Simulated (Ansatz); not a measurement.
Basis-set extrapolation for C4H7N (`NC1C=CC1`) (PBE0-D4/def2-TZVP geometry, frozen core, Ansatz). Multiplicity 1, RHF reference.

```
                      def2-TZVPP   def2-QZVPP
                 HF  -210.008999  -210.018739
    MP2 correlation    -0.867338    -0.923767
CCSD(T) correlation    -0.943427      not run
```

Energies in hartree. Use E(X) = E(∞) + A·exp(−7.88·√X) for Hartree–Fock and E(X) = E(∞) + B·X^(−2.97) for correlation, with X = 3 and 4, and add CCSD(T) minus MP2 of the smaller set to the MP2 limit.

What is the CCSD(T) energy at the basis-set limit?

HF limit: -210.018739 + (-0.009740) × 0.13774 = -210.02008. MP2 limit: -0.923767 + (-0.056429) × 0.74074 = -0.96557. Higher-order term: -0.943427 − (-0.867338) = -0.07609. Total: -211.06174 hartree, 287.0 kJ/mol below CCSD(T)/def2-TZVPP.
